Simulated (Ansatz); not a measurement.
## Ansatz (development build ahead of 0.2.0) run

```yaml
crystal:
  periodic: [false, false, false]
  atoms:
    - { symbol: B, position_ang: [0.0, 0.0, -0.9155] }
    - { symbol: "N", position_ang: [0.0, 0.0, 0.71955] }
    - { symbol: H, position_ang: [0.0, -1.18029, -1.24181] }
    - { symbol: H, position_ang: [-1.02216, 0.59014, -1.24181] }
    - { symbol: H, position_ang: [1.02216, 0.59014, -1.24181] }
    - { symbol: H, position_ang: [0.0, 0.95141, 1.08871] }
    - { symbol: H, position_ang: [-0.82395, -0.47571, 1.08871] }
    - { symbol: H, position_ang: [0.82395, -0.47571, 1.08871] }
basis:
  gaussian: { orbitals: cc-pVDZ }
hamiltonian:
  xc: hf
correlation:
  method: mp2
  frozen_orbitals: { B: 1, H: 0, "N": 1 }
```

The input is written out in the form of the current development build from the run's settings.

The run gave:

| Quantity | Value |
| --- | --- |
| Converged | yes |
| Reference energy | -82.62351 hartree |
| Correlation energy | -0.29865 hartree |
| Total energy | -82.92217 hartree |
| Spin squared of the determinant | 0.000 |
